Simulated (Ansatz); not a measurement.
`CN(C)P`. Total charge 0; spin multiplicity 1.

```xyz
12

C     1.0367   -0.6105   -0.8562
N    -0.0497    0.1998   -0.3491
C     0.1943    0.7299    0.9707
P    -1.6142   -0.3150   -0.7709
H     1.2445   -1.4922   -0.2295
H     1.9526   -0.0128   -0.9035
H     0.8023   -0.9572   -1.8638
H     1.1651    1.2357    0.9954
H     0.1989   -0.0526    1.7468
H    -0.5760    1.4580    1.2296
H    -2.0369   -1.0360    0.3999
H    -2.3176    0.8528   -0.3694
```

(1) What are the harmonic wavenumbers in cm⁻¹ at PBE0-D4/def2-TZVP (Ansatz, finite differences of forces, unscaled)? (Best estimate.)

(2) Is this a minimum?

(3) Give the ideal-gas thermochemistry at 298.15 K and 1 bar (rigid rotor, harmonic oscillator; point group C1, symmetry number 1).

(4) And at 400, 500, 600, 800 and 1000 K?

## Answers

(1) Ansatz gave: 167, 212, 242, 272, 334, 377, 683, 900, 903, 1026, 1080, 1119, 1135, 1167, 1259, 1294, 1435, 1461, 1472, 1482, 1492, 1513, 2270, 2388, 2970, 2975, 3062, 3064, 3126, 3130.

(2) Yes, all 30 modes are real.

(3) Zero-point energy 263.2 kJ/mol; H(298) − E = 281.6 kJ/mol; entropy 315.8 J/(mol·K), of which translation 163.0, rotation 105.8, vibration 46.9; G(298) − E = 187.5 kJ/mol.

(4) 
```tsv
T (K)	H − E (kJ/mol)	S (J/mol/K)	G − E (kJ/mol)
400	292.3	346.3	153.8
500	304.9	374.4	117.7
600	319.5	400.9	78.9
800	353.4	449.5	-6.2
1000	392.3	492.9	-100.5
```
